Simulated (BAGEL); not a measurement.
# H3NO (hydroxylamine): HF/6-31G(d) (density fitting with cc-pvqz-jkfit, spherical functions)

What is the vertical singlet–triplet gap of H3NO (hydroxylamine) at HF/6-31G* (density fitting with cc-pvqz-jkfit, spherical functions)? 

Program for the calculation: BAGEL 1.2.2.

2 further runs of the same task are left out: 2 set aside as unsound or not needed.

## (1) The molecule

H3NO: 5 atoms, total charge 0, spin state singlet. As SMILES, `NO`. The coordinates come from a PBE0-D4/def2-TZVP relaxation. This is one conformer, not always the lowest.

Bond lengths: N1–O2 1.422 Å, N1–H3 1.016 Å, N1–H4 1.016 Å, O2–H5 0.960 Å. Angles: N1–O2–H5 102.8°, O2–N1–H3 104.5°, O2–N1–H4 104.5°, H3–N1–H4 106.0°.

## (2) A single-point energy at HF/6-31G(d) (density fitting with cc-pvqz-jkfit, spherical functions)

input.json

```json
{ "bagel": [

{
  "title": "molecule",
  "basis": "6-31gs.json",
  "df_basis": "cc-pvqz-jkfit",
  "angstrom": true,
  "geometry": [
    { "atom": "N", "xyz": [      -0.165120,      -0.361290,      -0.321170 ] },
    { "atom": "O", "xyz": [       0.364460,       0.666040,       0.508060 ] },
    { "atom": "H", "xyz": [      -0.162690,      -1.190020,       0.266770 ] },
    { "atom": "H", "xyz": [      -1.141650,      -0.109840,      -0.446210 ] },
    { "atom": "H", "xyz": [       1.105010,       0.995100,      -0.007440 ] }
  ]
},

{
  "title": "hf"
},

{
  "title": "print",
  "file": "orbitals.molden",
  "orbitals": true
}

]}
```

The basis set 6-31G* is read from a file made from the Basis Set Exchange's data (not shown).

The run is started by

```
BAGEL_NUM_THREADS=1 BAGEL input.json > input.out
```

Log:

```text
* using 1 threads per process

  ===============================================================
  ===============================================================

  *** Geometry ***

  { "atom" : "N", "xyz" : [     -0.312032,     -0.682739,     -0.606923 ] },
  { "atom" : "O", "xyz" : [      0.688730,      1.258633,      0.960094 ] },
  { "atom" : "H", "xyz" : [     -0.307440,     -2.248812,      0.504122 ] },
  { "atom" : "H", "xyz" : [     -2.157406,     -0.207568,     -0.843215 ] },
  { "atom" : "H", "xyz" : [      2.088166,      1.880466,     -0.014060 ] },

  Number of auxiliary basis functions:      365

  Since a DF basis is specified, we compute 2- and 3-index integrals:
    o Being stored without compression. Storage requirement is 0.003 GB

  Number of basis functions:       34
  Number of electrons      :       18

    * METHOD: MOLECULE                             0.07

  *** RHF ***

  === Nuclear Repulsion ===
    39.5936663937

      * DIIS with orbital gradients will be used.

  === RHF iteration (6-31gs.json) ===
      0       -130.87379226          0.03281970           0.01
      1       -130.95428325          0.01528410           0.01
      2       -130.97544721          0.00269817           0.01
      3       -130.97614040          0.00087493           0.01
      4       -130.97622014          0.00024080           0.01
      5       -130.97623138          0.00007289           0.01
      6       -130.97623320          0.00001851           0.01
      7       -130.97623331          0.00000575           0.01
      8       -130.97623332          0.00000219           0.01
      9       -130.97623332          0.00000075           0.01
     10       -130.97623332          0.00000021           0.01
     11       -130.97623332          0.00000009           0.01
     12       -130.97623332          0.00000002           0.01
     13       -130.97623332          0.00000001           0.01
    * SCF iteration converged.

    * Permanent dipole moment:
           (    0.134401,     0.212088,     0.134808) a.u.

    * METHOD: HF                                   0.10

    * METHOD: PRINT                                0.00

  ===============================================================
```

Wall time 0.32 s (1 thread of Arm Neoverse V2, shared host).

## (3) The triplet, same level

calc.json

```json
{ "bagel": [

{
  "title": "molecule",
  "basis": "6-31gs.json",
  "df_basis": "cc-pvqz-jkfit",
  "angstrom": true,
  "geometry": [
    { "atom": "N", "xyz": [      -0.165120,      -0.361290,      -0.321170 ] },
    { "atom": "O", "xyz": [       0.364460,       0.666040,       0.508060 ] },
    { "atom": "H", "xyz": [      -0.162690,      -1.190020,       0.266770 ] },
    { "atom": "H", "xyz": [      -1.141650,      -0.109840,      -0.446210 ] },
    { "atom": "H", "xyz": [       1.105010,       0.995100,      -0.007440 ] }
  ]
},

{
  "title": "uhf",
  "nopen": 2
},

{
  "title": "print",
  "file": "orbitals.molden",
  "orbitals": true
}

]}
```

The basis set 6-31G* is read from a file made from the Basis Set Exchange's data (not shown).

The run is started by

```
BAGEL_NUM_THREADS=1 BAGEL calc.json > calc.out
```

Log:

```text
* using 1 threads per process

  ===============================================================
  ===============================================================

  *** Geometry ***

  { "atom" : "N", "xyz" : [     -0.312032,     -0.682739,     -0.606923 ] },
  { "atom" : "O", "xyz" : [      0.688730,      1.258633,      0.960094 ] },
  { "atom" : "H", "xyz" : [     -0.307440,     -2.248812,      0.504122 ] },
  { "atom" : "H", "xyz" : [     -2.157406,     -0.207568,     -0.843215 ] },
  { "atom" : "H", "xyz" : [      2.088166,      1.880466,     -0.014060 ] },

  Number of auxiliary basis functions:      365

  Since a DF basis is specified, we compute 2- and 3-index integrals:
    o Being stored without compression. Storage requirement is 0.003 GB

  Number of basis functions:       34
  Number of electrons      :       18

    * METHOD: MOLECULE                             0.07

  *** Open-shell HF ***

  === Nuclear Repulsion ===
    39.5936663937

      * DIIS with orbital gradients will be used.

  === UHF iteration (6-31gs.json) ===
      0       -130.56773373          0.07381032           0.01
      1       -130.66723316          0.04165854           0.01
      2       -130.69973692          0.02825235           0.01
      3       -130.71918709          0.00373098           0.01
      4       -130.72101269          0.00196443           0.01
      5       -130.72177122          0.00097053           0.01
      6       -130.72210856          0.00033501           0.01
      7       -130.72218173          0.00022608           0.01
      8       -130.72223518          0.00010740           0.01
      9       -130.72224533          0.00004550           0.01
     10       -130.72224675          0.00002790           0.01
     11       -130.72224736          0.00001884           0.01
     12       -130.72224767          0.00001187           0.01
     13       -130.72224783          0.00000379           0.01
     14       -130.72224784          0.00000181           0.01
     15       -130.72224785          0.00000081           0.01
     16       -130.72224785          0.00000065           0.01
     17       -130.72224785          0.00000032           0.01
     18       -130.72224785          0.00000013           0.01
     19       -130.72224785          0.00000008           0.01
     20       -130.72224785          0.00000004           0.01
     21       -130.72224785          0.00000003           0.01
     22       -130.72224785          0.00000002           0.01
     23       -130.72224785          0.00000001           0.01
     24       -130.72224785          0.00000001           0.01
    * SCF iteration converged.

    * S^2 (UHF) is 2.0203

    * Permanent dipole moment:
           (    0.360001,     0.645889,     0.482614) a.u.

    * METHOD: UHF                                  0.30

    * METHOD: PRINT                                0.00

  ===============================================================
```

Run time: 0.52 s. Hardware: 1 thread of Arm Neoverse V2, shared host.

## (4) Results

Level: HF/6-31G* (density fitting with cc-pvqz-jkfit, spherical functions).

| quantity | value |
| --- | --- |
| singlet: total energy | -130.97623 Eh |
| singlet: dipole moment | 0.72 D |
| singlet: HOMO energy | -11.42 eV |
| singlet: LUMO energy | 6.29 eV |
| singlet: HOMO–LUMO gap | 17.72 eV |
| triplet: total energy | -130.72225 Eh |
| triplet: dipole moment | 2.24 D |
| triplet: ⟨S²⟩ | 2.020 |
| vertical energy of the triplet above the singlet | 6.911 eV |

At this shape the triplet lies 6.91 eV (667 kJ/mol) above the singlet.
